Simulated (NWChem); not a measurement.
System: formic acid (CH2O2); SMILES O=CO

```xyz
5

O      0.1210    -1.1284     0.0000
C     -0.4005     0.1138     0.0000
O      0.2385     1.1352     0.0000
H      1.0931    -1.0242     0.0000
H     -1.4982     0.0469     0.0000
```
Atoms are numbered in this order, from 1.

Results from NWChem. Pople sets run with spherical d functions. Geometry: optimised at B3LYP/6-31G* (spherical d). Core excitations by TDA in a window of 1s orbitals, non-relativistic and unshifted: absolute energies depend strongly on the exact-exchange share.

For level C K edge, BHandHLYP/def2-TZVP:

```
Item                                      Result
----------------------------------------  ------
first 1s excitation (eV)                   284.9
dipole oscillator strength of the first   0.0854
first state with f > 0.002 (eV)            284.9
dipole oscillator strength of that state  0.0854
```

### Question
Estimate the same quantities for level C K edge, PBE0/6-311G**.

### Answer
The first 1s excitation (eV) is 278.1 and the dipole oscillator strength of the first comes out as 0.0662. The first state with f > 0.002 (eV) comes out as 278.1. The dipole oscillator strength of that state is 0.0662.
